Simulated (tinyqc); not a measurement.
RKS/PBE in the sto-3g basis, for LiH, spin multiplicity 1, step by step. Computed by tinyqc, a small Python program that keeps every step (integrals from PySCF). Settings: charge = 0, multiplicity = 1, basis = sto-3g, energy threshold = 1e-08, iteration cap = 77, orthogonalisation = canonical, start = core, DIIS depth = 6, method = RKS, functional = pbe,pbe, grid = [15, 14]. Command: `OMP_NUM_THREADS=1 python tinyqc.py 29839 29840 out.jsonl` (the two numbers bound the seeds that draw the settings). One thread of a shared host (Intel(R) Xeon(R) Processor @ 2.60GHz), about 0.6 s of CPU time with the checks. Later iterations appear only in the table of the cycle.

## One-electron integrals

Geometry (angstrom):
```
atom         x         y         z
Li    0.000000  0.000000  0.000000
H     0.000000  0.000000  2.301000
```

Basis sto-3g: exponents (1/bohr^2) and contraction coefficients of normalised primitives:
```
element  l (shell)   exponent  coefficient
Li           s (1)  16.119575     0.154329
Li           s (1)   2.936201     0.535328
Li           s (1)   0.794651     0.444635
Li           s (2)   0.636290    -0.099967
Li           s (2)   0.147860     0.399513
Li           s (2)   0.048089     0.700115
Li           p (3)   0.636290     0.155916
Li           p (3)   0.147860     0.607684
Li           p (3)   0.048089     0.391957
H            s (1)   3.425251     0.154329
H            s (1)   0.623914     0.535328
H            s (1)   0.168855     0.444635
```

Overlap, kinetic and nuclear-attraction integrals over the contracted functions; the nuclear repulsion is the sum of Za Zb / Rab.

nuclear repulsion = 0.68993117 hartree

overlap S, lower triangle:
```
           1Li 1s    1Li 2s   1Li 2px   1Li 2py   1Li 2pz     2H 1s
1Li 1s   1.000000
1Li 2s   0.241137  1.000000
1Li 2px  0.000000  0.000000  1.000000
1Li 2py  0.000000  0.000000  0.000000  1.000000
1Li 2pz  0.000000  0.000000  0.000000  0.000000  1.000000
2H 1s    0.013565  0.234541  0.000000  0.000000  0.344992  1.000000
```

kinetic energy T (hartree), lower triangle:
```
            1Li 1s    1Li 2s   1Li 2px   1Li 2py   1Li 2pz     2H 1s
1Li 1s    3.576786
1Li 2s   -0.020237  0.102163
1Li 2px   0.000000  0.000000  0.319682
1Li 2py   0.000000  0.000000  0.000000  0.319682
1Li 2pz   0.000000  0.000000  0.000000  0.000000  0.319682
2H 1s    -0.006079  0.008647  0.000000  0.000000  0.041434  0.760032
```

nuclear attraction V (hartree), lower triangle:
```
            1Li 1s     1Li 2s    1Li 2px    1Li 2py    1Li 2pz      2H 1s
1Li 1s   -8.212858
1Li 2s   -1.019799  -1.429833
1Li 2px   0.000000   0.000000  -1.399737
1Li 2py   0.000000   0.000000   0.000000  -1.399737
1Li 2pz  -0.007787  -0.082598   0.000000   0.000000  -1.460982
2H 1s    -0.054159  -0.357345   0.000000   0.000000  -0.530998  -1.916497
```

core Hamiltonian H = T + V (hartree), lower triangle:
```
            1Li 1s     1Li 2s    1Li 2px    1Li 2py    1Li 2pz      2H 1s
1Li 1s   -4.636072
1Li 2s   -1.040036  -1.327669
1Li 2px   0.000000   0.000000  -1.080055
1Li 2py   0.000000   0.000000   0.000000  -1.080055
1Li 2pz  -0.007787  -0.082598   0.000000   0.000000  -1.141300
2H 1s    -0.060238  -0.348698   0.000000   0.000000  -0.489565  -1.156465
```

## Two-electron integrals

Functions are numbered as in S; the eight-fold symmetry (ij|kl) = (ji|kl) = (kl|ij) leaves the list below.

Two-electron integrals (ij|kl) in chemists' order, unique and non-zero (hartree):
```
(11|11) 1.680395   (21|11) 0.265420   (21|21) 0.049941   (22|11) 0.397727
(22|21) 0.092860   (22|22) 0.290562   (31|31) 0.008981   (32|31) 0.013788
(32|32) 0.064184   (33|11) 0.396640   (33|21) 0.092880   (33|22) 0.290497
(33|33) 0.312946   (41|41) 0.008981   (42|41) 0.013788   (42|42) 0.064184
(43|43) 0.016869   (44|11) 0.396640   (44|21) 0.092880   (44|22) 0.290497
(44|33) 0.279207   (44|44) 0.312946   (51|51) 0.008981   (52|51) 0.013788
(52|52) 0.064184   (53|53) 0.016869   (54|54) 0.016869   (55|11) 0.396640
(55|21) 0.092880   (55|22) 0.290497   (55|33) 0.279207   (55|44) 0.279207
(55|55) 0.312946   (61|11) 0.014032   (61|21) 0.002681   (61|22) 0.005168
(61|33) 0.005101   (61|44) 0.005101   (61|51) 0.000368   (61|52) 0.000720
(61|55) 0.005305   (61|61) 0.000162   (62|11) 0.067686   (62|21) 0.016160
(62|22) 0.058433   (62|33) 0.054967   (62|44) 0.054967   (62|51) 0.002439
(62|52) 0.018544   (62|55) 0.065310   (62|61) 0.001071   (62|62) 0.024762
(63|31) 0.000864   (63|32) 0.004932   (63|53) 0.002369   (63|63) 0.001191
(64|41) 0.000864   (64|42) 0.004932   (64|54) 0.002369   (64|64) 0.001191
(65|11) 0.095009   (65|21) 0.022797   (65|22) 0.084319   (65|33) 0.078559
(65|44) 0.078559   (65|51) 0.003745   (65|52) 0.028713   (65|55) 0.095761
(65|61) 0.001538   (65|62) 0.038045   (65|65) 0.058728   (66|11) 0.229947
(66|21) 0.055433   (66|22) 0.220038   (66|33) 0.202203   (66|44) 0.202203
(66|51) 0.007755   (66|52) 0.077763   (66|55) 0.255549   (66|61) 0.003676
(66|62) 0.124544   (66|65) 0.195794   (66|66) 0.774606
```

## Orthogonalisation

S = U s U^T; canonical form X = U s^(-1/2), so that X^T S X = 1. Each column of U has its largest component positive (the first on a tie).

eigenvalues of S: 0.560670  0.807858  1.000000  1.000000  1.182675  1.448798

X:
```
                 1          2         3          4          5         6
1Li 1s    0.330041   0.741049  0.000000   0.000000   0.591755  0.236666
1Li 2s   -0.650796  -0.574079  0.000000   0.000000   0.462260  0.410027
1Li 2px   0.000000   0.000000  0.324381   0.945926   0.000000  0.000000
1Li 2py   0.000000   0.000000  0.945926  -0.324381   0.000000  0.000000
1Li 2pz  -0.690812   0.523545  0.000000   0.000000  -0.469041  0.416077
2H 1s     0.879715  -0.291587  0.000000   0.000000  -0.248360  0.541272
```

Within a degenerate level the vectors are fixed only up to a rotation; this is one choice.

## Starting guess

The start is the orbitals of the core Hamiltonian; D = 2 C_occ C_occ^T.

D at the start, lower triangle:
```
            1Li 1s    1Li 2s   1Li 2px   1Li 2py   1Li 2pz     2H 1s
1Li 1s    2.056168
1Li 2s   -0.195874  0.637104
1Li 2px   0.000000  0.000000  0.000000
1Li 2py   0.000000  0.000000  0.000000  0.000000
1Li 2pz  -0.132191  0.577821  0.000000  0.000000  0.525090
2H 1s    -0.100529  0.476104  0.000000  0.000000  0.432846  0.356842
```

## Iteration 1: exchange-correlation on the grid

Becke grid with 15 radial and 14 angular points per atom, points of zero weight dropped. rho = sum D_ij phi_i phi_j; V_xc,ij = sum w v_xc phi_i phi_j plus the gradient terms; v_xc is d(rho eps)/d rho at fixed gradient.

The 12 grid points with the largest w rho, of 413 (bohr, atomic units):
```
x                  y          z         w       rho  |grad rho|^2     eps_xc       v_xc
0.000000    0.000000   2.630335  4.115662  0.031792      0.000072  -0.279165  -0.363877
0.000000    0.000000   1.800000  1.947095  0.032462      0.000051  -0.280933  -0.366221
-1.518625   1.518625   1.518625  6.143853  0.009428      0.000086  -0.195709  -0.244770
-1.518625  -1.518625   1.518625  6.143853  0.009428      0.000086  -0.195709  -0.244770
1.518625    1.518625   1.518625  6.143853  0.009428      0.000086  -0.195709  -0.244770
1.518625   -1.518625   1.518625  6.143853  0.009428      0.000086  -0.195709  -0.244770
0.231616    0.231616  -0.231616  0.038824  1.418532     59.404628  -0.954243  -1.099014
-0.231616   0.231616  -0.231616  0.038824  1.418532     59.404628  -0.954243  -1.099014
0.231616   -0.231616  -0.231616  0.038824  1.418532     59.404628  -0.954243  -1.099014
-0.231616  -0.231616  -0.231616  0.038824  1.418532     59.404628  -0.954243  -1.099014
-0.231616   0.231616   0.231616  0.038824  1.405537     58.927187  -0.952422  -1.094687
0.231616    0.231616   0.231616  0.038824  1.405537     58.927187  -0.952422  -1.094687
```

electrons on the grid, sum of w rho = 3.980174

E_xc = sum of w rho eps_xc = -2.15002376 hartree

V_xc (hartree), lower triangle:
```
            1Li 1s     1Li 2s    1Li 2px    1Li 2py    1Li 2pz      2H 1s
1Li 1s   -1.088747
1Li 2s   -0.140902  -0.170418
1Li 2px   0.000000   0.000000  -0.159582
1Li 2py   0.000000   0.000000   0.000000  -0.159582
1Li 2pz  -0.004576  -0.066700   0.000000   0.000000  -0.187269
2H 1s    -0.007845  -0.066775   0.000000   0.000000  -0.102043  -0.382367
```

## Iteration 1: building the Kohn-Sham matrix

J_ij = sum D_kl (ij|kl); F = H + J + V_xc; E = tr D H + tr D J / 2 + E_xc + E_nn.

Coulomb J (hartree), lower triangle:
```
           1Li 1s    1Li 2s   1Li 2px   1Li 2py   1Li 2pz     2H 1s
1Li 1s   4.038794
1Li 2s   0.688481  1.325185
1Li 2px  0.000000  0.000000  1.302334
1Li 2py  0.000000  0.000000  0.000000  1.302334
1Li 2pz  0.021817  0.140647  0.000000  0.000000  1.363785
2H 1s    0.038246  0.325890  0.000000  0.000000  0.479243  1.377045
```

Kohn-Sham matrix F (hartree), lower triangle:
```
            1Li 1s     1Li 2s   1Li 2px   1Li 2py    1Li 2pz      2H 1s
1Li 1s   -1.686025
1Li 2s   -0.492457  -0.172903
1Li 2px   0.000000   0.000000  0.062697
1Li 2py   0.000000   0.000000  0.000000  0.062697
1Li 2pz   0.009454  -0.008651  0.000000  0.000000   0.035216
2H 1s    -0.029837  -0.089583  0.000000  0.000000  -0.112364  -0.161787
```

total energy of this density = -7.79976697 hartree

## Iteration 1: diagonalisation and new density

Diagonalise F' = X^T F X, C = X C', fill 2 alpha and 2 beta electrons from the bottom; D = 2 C_occ C_occ^T. Each column has its largest component positive (the first on a tie).

F' = X^T F X (hartree), lower triangle:
```
           1          2         3         4          5          6
1   0.055995
2  -0.183805  -0.538224
3   0.000000   0.000000  0.062697
4   0.000000   0.000000  0.000000  0.062697
5  -0.158109  -0.710831  0.000000  0.000000  -0.897335
6  -0.170376  -0.289793  0.000000  0.000000  -0.407062  -0.359491
```

orbital energies (hartree): MO1 -1.690847, MO2 -0.183883, MO3 -0.005732, MO4 0.062697, MO5 0.062697, MO6 0.141407

coefficients C:
```
               MO1        MO2        MO3       MO4        MO5        MO6
1Li 1s    0.985103  -0.084762  -0.276958  0.000000   0.000000  -0.099731
1Li 2s    0.056127   0.237309   0.954791  0.000000   0.000000   0.404743
1Li 2px   0.000000   0.000000   0.000000  0.989493  -0.144583   0.000000
1Li 2py   0.000000   0.000000   0.000000  0.144583   0.989493   0.000000
1Li 2pz  -0.003551   0.199824  -0.360292  0.000000   0.000000   0.987262
2H 1s    -0.005730   0.836506  -0.232203  0.000000   0.000000  -0.678149
```

D after iteration 1, lower triangle:
```
            1Li 1s    1Li 2s   1Li 2px   1Li 2py   1Li 2pz     2H 1s
1Li 1s    1.955227
1Li 2s    0.070353  0.118932
1Li 2px   0.000000  0.000000  0.000000
1Li 2py   0.000000  0.000000  0.000000  0.000000
1Li 2pz  -0.040871  0.094442  0.000000  0.000000  0.079885
2H 1s    -0.153097  0.396378  0.000000  0.000000  0.334349  1.399552
```

Within a degenerate level the vectors are fixed only up to a rotation; this is one choice.

## Iteration 2: exchange-correlation on the grid

As before.

The 12 grid points with the largest w rho, of 413 (bohr, atomic units):
```
x                  y          z         w       rho  |grad rho|^2     eps_xc       v_xc
0.000000    0.000000   2.630335  4.115662  0.025473      0.001544  -0.267991  -0.323068
0.231616    0.231616  -0.231616  0.038824  1.372174     54.748419  -0.944458  -1.087199
0.231616   -0.231616  -0.231616  0.038824  1.372174     54.748419  -0.944458  -1.087199
-0.231616   0.231616  -0.231616  0.038824  1.372174     54.748419  -0.944458  -1.087199
-0.231616  -0.231616  -0.231616  0.038824  1.372174     54.748419  -0.944458  -1.087199
-0.231616  -0.231616   0.231616  0.038824  1.366786     54.635753  -0.943773  -1.085268
0.231616   -0.231616   0.231616  0.038824  1.366786     54.635753  -0.943773  -1.085268
0.231616    0.231616   0.231616  0.038824  1.366786     54.635753  -0.943773  -1.085268
-0.231616   0.231616   0.231616  0.038824  1.366786     54.635753  -0.943773  -1.085268
0.414343    0.414343  -0.414343  0.185240  0.267904      2.095605  -0.614099  -0.621032
0.414343   -0.414343  -0.414343  0.185240  0.267904      2.095605  -0.614099  -0.621032
-0.414343   0.414343  -0.414343  0.185240  0.267904      2.095605  -0.614099  -0.621032
```

electrons on the grid, sum of w rho = 3.970188

E_xc = sum of w rho eps_xc = -2.32897636 hartree

V_xc (hartree), lower triangle:
```
            1Li 1s     1Li 2s    1Li 2px    1Li 2py    1Li 2pz      2H 1s
1Li 1s   -1.078440
1Li 2s   -0.138213  -0.141391
1Li 2px   0.000000   0.000000  -0.129808
1Li 2py   0.000000   0.000000   0.000000  -0.129808
1Li 2pz  -0.001446  -0.042921   0.000000   0.000000  -0.160718
2H 1s    -0.007398  -0.071073   0.000000   0.000000  -0.112006  -0.490776
```

## Iteration 2: building the Kohn-Sham matrix

As before.

Coulomb J (hartree), lower triangle:
```
           1Li 1s    1Li 2s   1Li 2px   1Li 2py   1Li 2pz     2H 1s
1Li 1s   3.836604
1Li 2s   0.649263  1.257555
1Li 2px  0.000000  0.000000  1.222982
1Li 2py  0.000000  0.000000  0.000000  1.222982
1Li 2pz  0.017049  0.153510  0.000000  0.000000  1.319977
2H 1s    0.035931  0.369134  0.000000  0.000000  0.554751  1.830672
```

Kohn-Sham matrix F (hartree), lower triangle:
```
            1Li 1s     1Li 2s   1Li 2px   1Li 2py    1Li 2pz     2H 1s
1Li 1s   -1.877908
1Li 2s   -0.528987  -0.211506
1Li 2px   0.000000   0.000000  0.013120
1Li 2py   0.000000   0.000000  0.000000  0.013120
1Li 2pz   0.007815   0.027991  0.000000  0.000000   0.017959
2H 1s    -0.031706  -0.050637  0.000000  0.000000  -0.046819  0.183431
```

total energy of this density = -7.77283259 hartree

## Iteration 2: DIIS over 2 matrices

error matrix X^T (FDS - SDF) X:
```
           1          2         3         4          5          6
1   0.000000  -0.087928  0.000000  0.000000  -0.096736   0.270496
2   0.087928   0.000000  0.000000  0.000000  -0.029733  -0.034937
3   0.000000   0.000000  0.000000  0.000000   0.000000   0.000000
4   0.000000   0.000000  0.000000  0.000000   0.000000   0.000000
5   0.096736   0.029733  0.000000  0.000000   0.000000  -0.039682
6  -0.270496   0.034937  0.000000  0.000000   0.039682   0.000000
```

B (overlaps of the stored error matrices):
```
                1               2
1   2.1666285e-01  -1.6144195e-01
2  -1.6144195e-01   1.8787371e-01
```

Minimise |sum c_i e_i|^2 with sum c_i = 1: solve [B -1; -1 0][c; lambda] = [0; -1] with B_ij = tr e_i^T e_j, and take F = sum c_i F_i.

DIIS coefficients: 0.480211  0.519789

extrapolated F (hartree), lower triangle:
```
            1Li 1s     1Li 2s   1Li 2px   1Li 2py    1Li 2pz     2H 1s
1Li 1s   -1.785764
1Li 2s   -0.511445  -0.192969
1Li 2px   0.000000   0.000000  0.036927
1Li 2py   0.000000   0.000000  0.000000  0.036927
1Li 2pz   0.008602   0.010395  0.000000  0.000000   0.026246
2H 1s    -0.030808  -0.069339  0.000000  0.000000  -0.078294  0.017653
```

## Iteration 2: diagonalisation and new density

As before.

F' = X^T F X (hartree), lower triangle:
```
           1          2         3         4          5          6
1   0.131738
2  -0.228740  -0.585970
3   0.000000   0.000000  0.036927
4   0.000000   0.000000  0.000000  0.036927
5  -0.206171  -0.723596  0.000000  0.000000  -0.942053
6  -0.095439  -0.340367  0.000000  0.000000  -0.463425  -0.290704
```

orbital energies (hartree): MO1 -1.789846, MO2 -0.074683, MO3 -0.020962, MO4 0.036927, MO5 0.036927, MO6 0.198502

coefficients C:
```
               MO1        MO2        MO3       MO4        MO5        MO6
1Li 1s    0.986726  -0.226297   0.166766  0.000000   0.000000   0.107778
1Li 2s    0.050504   0.760363  -0.592679  0.000000   0.000000  -0.450486
1Li 2px   0.000000   0.000000   0.000000  0.914682  -0.404174   0.000000
1Li 2py   0.000000   0.000000   0.000000  0.404174   0.914682   0.000000
1Li 2pz  -0.003416   0.177690   0.672186  0.000000   0.000000  -0.813031
2H 1s    -0.005209   0.454817   0.380039  0.000000   0.000000   0.928582
```

D after iteration 2, lower triangle:
```
            1Li 1s    1Li 2s   1Li 2px   1Li 2py   1Li 2pz     2H 1s
1Li 1s    2.049676
1Li 2s   -0.244469  1.161404
1Li 2px   0.000000  0.000000  0.000000
1Li 2py   0.000000  0.000000  0.000000  0.000000
1Li 2pz  -0.087163  0.269872  0.000000  0.000000  0.063171
2H 1s    -0.216128  0.691125  0.000000  0.000000  0.161668  0.413771
```

Within a degenerate level the vectors are fixed only up to a rotation; this is one choice.

## Iteration 9 (converged): orbitals

converged F (hartree), lower triangle:
```
            1Li 1s     1Li 2s   1Li 2px   1Li 2py    1Li 2pz      2H 1s
1Li 1s   -1.778863
1Li 2s   -0.510040  -0.205914
1Li 2px   0.000000   0.000000  0.023081
1Li 2py   0.000000   0.000000  0.000000  0.023081
1Li 2pz   0.007468   0.005410  0.000000  0.000000   0.015689
2H 1s    -0.030802  -0.078875  0.000000  0.000000  -0.093605  -0.051287
```

As before.

F' = X^T F X (hartree), lower triangle:
```
           1          2         3         4          5          6
1   0.093578
2  -0.218350  -0.592802
3   0.000000   0.000000  0.023081
4   0.000000   0.000000  0.000000  0.023081
5  -0.190629  -0.722216  0.000000  0.000000  -0.946797
6  -0.118431  -0.326038  0.000000  0.000000  -0.449187  -0.327298
```

orbital energies (hartree): MO1 -1.783010, MO2 -0.112837, MO3 -0.038161, MO4 0.023081, MO5 0.023081, MO6 0.160689

coefficients C:
```
               MO1        MO2        MO3        MO4       MO5        MO6
1Li 1s    0.986509  -0.171848  -0.223221   0.000000  0.000000  -0.108191
1Li 2s    0.051287   0.559516   0.787843   0.000000  0.000000   0.445559
1Li 2px   0.000000   0.000000   0.000000  -0.382836  0.923816   0.000000
1Li 2py   0.000000   0.000000   0.000000   0.923816  0.382836   0.000000
1Li 2pz  -0.002661   0.248106  -0.546397   0.000000  0.000000   0.885622
2H 1s    -0.005479   0.615104  -0.333524   0.000000  0.000000  -0.850857
```

D after iteration 9, lower triangle:
```
            1Li 1s    1Li 2s   1Li 2px   1Li 2py   1Li 2pz     2H 1s
1Li 1s    2.005465
1Li 2s   -0.091114  0.631378
1Li 2px   0.000000  0.000000  0.000000
1Li 2py   0.000000  0.000000  0.000000  0.000000
1Li 2pz  -0.090524  0.277366  0.000000  0.000000  0.123128
2H 1s    -0.222220  0.687760  0.000000  0.000000  0.305252  0.756767
```

Within a degenerate level the vectors are fixed only up to a rotation; this is one choice.

## Convergence

Stop when the energy changes by less than 1e-08 hartree and every element of the error matrix X^T (F D S - S D F) X is below 3e-05.

Course of the cycle:
```
iteration  E (hartree)     change  largest element of the error matrix
1          -7.79976697          -                             1.92e-01
2          -7.77283259   2.69e-02                             2.70e-01
3          -7.82201764  -4.92e-02                             1.60e-01
4          -7.86949768  -4.75e-02                             1.97e-02
5          -7.86967806  -1.80e-04                             1.21e-02
6          -7.86985527  -1.77e-04                             2.98e-03
7          -7.86986701  -1.17e-05                             3.33e-04
8          -7.86986716  -1.47e-07                             6.72e-07
9          -7.86986716  -6.55e-13                             1.53e-08
```

PySCF RKS in the same basis, fine grid = -7.87241282 hartree

Converged in 9 iterations. The coarse grid moves the energy by +2.55e-03 hartree.

## Populations, bond orders and dipole

Mulliken: Z minus the diagonal of D S on the atom; Loewdin: the same with S^(1/2) D S^(1/2); Mayer order: 2 sum_s sum (D(s) S)_ij (D(s) S)_ji over the two atoms.

Charges (e):
```
atom   Mulliken    Loewdin
1Li    0.020369   0.014619
2H    -0.020369  -0.014619
```

Mayer bond orders:
```
pair     order
2-1   0.999585
```

dipole moment about the origin, x y z (debye): 0.000000  0.000000  -4.542274
